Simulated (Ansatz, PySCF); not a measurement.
This PySCF input computes a PBE0/def2-TZVPD energy:

```python
from pyscf import gto, scf, dft

mol = gto.M(
    atom='''
    C    -0.01154166   -0.76556749    0.93697059
    C    -0.00055164    0.59711357    0.84098915
    C    -0.00224906   -0.80264408   -0.63844868
    C     0.00981811    0.75689114   -0.66431055
    H     0.00073468    1.37849926    1.61112035
    H    -0.88855296   -1.26186408   -1.10165642
    H     0.88250307   -1.27538941   -1.09089155
    H     0.90183037    1.21523446   -1.12950488
    H    -0.86936967    1.22876090   -1.14027063
    ''',
    basis='def2-tzvpd',
    charge=-1,
    spin=0,
    verbose=4,
)

mf = dft.RKS(mol, xc='pbe0').density_fit(auxbasis='def2-universal-jkfit')
mf.grids.level = 3
mf.conv_tol = 1e-9
mf.max_cycle = 100
mf.max_memory = 1500
mf.kernel()
if not mf.converged:
    mf = mf.newton()
    mf.kernel(mf.make_rdm1())
mf.analyze()
```

Task: Write an input for the same energy in Ansatz (a quantum-chemistry and plane-wave program) and say what it gives.

Result: 
Ansatz 0.2 input:
```yaml
crystal:
  periodic: [false, false, false]
  atoms:
    - {symbol: C, position_ang: [-0.01154166, -0.76556749, 0.93697059]}
    - {symbol: C, position_ang: [-0.00055164, 0.59711357, 0.84098915]}
    - {symbol: C, position_ang: [-0.00224906, -0.80264408, -0.63844868]}
    - {symbol: C, position_ang: [0.00981811, 0.75689114, -0.66431055]}
    - {symbol: H, position_ang: [0.00073468, 1.37849926, 1.61112035]}
    - {symbol: H, position_ang: [-0.88855296, -1.26186408, -1.10165642]}
    - {symbol: H, position_ang: [0.88250307, -1.27538941, -1.09089155]}
    - {symbol: H, position_ang: [0.90183037, 1.21523446, -1.12950488]}
    - {symbol: H, position_ang: [-0.86936967, 1.22876090, -1.14027063]}
basis:
  gaussian:
    orbitals: def2-TZVPD
hamiltonian:
  xc: {name: PBE0}
total_charge: -1
output: {forces: true}
```
It gives -155.17677 Eh, and PySCF -155.17681 Eh, a difference of 0.04 mEh, from the treatment of integrals and grids.

It need not be the lowest isomer of its formula. Whether it binds its extra electron was not tested at this geometry.
